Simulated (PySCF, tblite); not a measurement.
Potential energy curve for SMILES O (H₂O), singlet. The O1–H3 bond (O1 also carries H; H3 carries nothing else) is stretched with both fragments frozen at the PBE0/def2-TZVP optimised geometry.

- GFN2-xTB, 300 K electronic temperature (tblite)
- UCCSD(T) = PySCF with CCSD(T) on UHF/6-31G, 1 core orbital frozen

Energies relative to the lowest point of each curve near equilibrium, in kJ/mol; the last columns give the difference from UCCSD(T):

| R / Å | GFN2-xTB | UCCSD(T) | GFN2-xTB − UCCSD(T) |
|---|---|---|---|
| 0.71 | 297.8 | 335.4 | -37.7 |
| 0.77 | 140.7 | 169.8 | -29.1 |
| 0.81 | 77.3 | 99.1 | -21.8 |
| 0.86 | 29.6 | 42.6 | -13.1 |
| 0.90 | 9.5 | 16.6 | -7.0 |
| 0.92 | 4.0 | 8.5 | -4.4 |
| 0.96 | 0.0 | 0.1 | -0.1 |
| 1.00 | 3.2 | 0.0 | 3.2 |
| 1.01 | 4.8 | 1.0 | 3.8 |
| 1.05 | 14.3 | 8.5 | 5.9 |
| 1.11 | 34.9 | 27.2 | 7.6 |
| 1.18 | 64.8 | 56.4 | 8.4 |
| 1.28 | 113.6 | 104.4 | 9.1 |
| 1.45 | 201.3 | 188.5 | 12.8 |
| 1.60 | 275.6 | 253.5 | 22.1 |
| 1.72 | 329.8 | 296.1 | 33.7 |
| 1.92 | 407.4 | 350.2 | 57.2 |
| 2.10 | 463.3 | 384.0 | 79.3 |
| 2.35 | 521.7 | 409.0 | 112.6 |
| 2.59 | 560.5 | 417.1 | 143.4 |
| 2.89 | 591.7 | 419.8 | 171.9 |
| 3.34 | 614.6 | 420.8 | 193.8 |

GFN2-xTB is furthest from UCCSD(T) at 3.34 (193.8 kJ/mol, above); its mean absolute difference over the points is 44.5 kJ/mol.

The unrestricted determinant behind UCCSD(T) is spin-contaminated at 1.45 to 3.34 Å (<S²> up to 1.0, against 0.00 for a pure singlet).
